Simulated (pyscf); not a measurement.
Optimised with ωB97X-D3(BJ)/def2-SVP in PySCF.

Q: H₂N–Si•(SiH₃)–SiH₃ + HO–SiH₃ → H₂N–Si(OH)(SiH₃)–SiH₃ + SiH₃•
Surface: doublet. Broken: O–Si. Formed: O–Si. Give ΔE‡ and ΔE from ωB97M-D3(BJ)/def2-TZVP, relative to the separated reactants.

A: ΔE‡ = 0.85 eV, ΔE = +0.20 eV. Zero-point energy shifts the barrier by -0.03 eV. It is a substitution at O, with an imaginary mode of 841i cm⁻¹. On the reactant side the descent ends in a bound adduct (not fully relaxed), 0.36 eV under the separated species and 1.30 eV under the saddle at ωB97X-D3(BJ)/def2-TZVP. H₂N–Si•(SiH₃)–SiH₃ lies 0.90 eV over its isomer •H₂Si–N(SiH₃)–SiH₃ (electronic energy, ωB97M-D3(BJ)/def2-TZVP). This is the saddle that the search found; another between the same sides may lie lower. The angle at the attacked O is 111°.
